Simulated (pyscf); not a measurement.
Thermochemistry of product channels of `[Cl][GaH][Cl]` + `[OH2]` on the singlet surface, in kcal/mol, from ωB97M-D3(BJ)/def2-TZVP energies (ideal gas, 1 atm, RRHO with modes under 100 cm⁻¹ raised to 100, one conformer, R ln 2 for chiral ones without a mode under 150 cm⁻¹). Optimised with ωB97X-D3(BJ)/def2-SVP in PySCF.

```csv
products,ΔE,ΔH(298 K),ΔG(298 K),ΔG(1200 K)
`[OH][Ga]([Cl])[Cl]` + `[H][H]`,?,-9.1,-7.5,-5.0
`[ClH]` + `[OH][GaH][Cl]`,?,+10.6,+10.8,+10.4
```

Task: Fill in the missing entries.

Result: 
- `[OH][Ga]([Cl])[Cl]` + `[H][H]`, ΔE: -6.7
- `[ClH]` + `[OH][GaH][Cl]`, ΔE: +12.2

These are energies of the channels, which say nothing of barriers. Elements up to Kr have no core potential and no relativistic terms here.
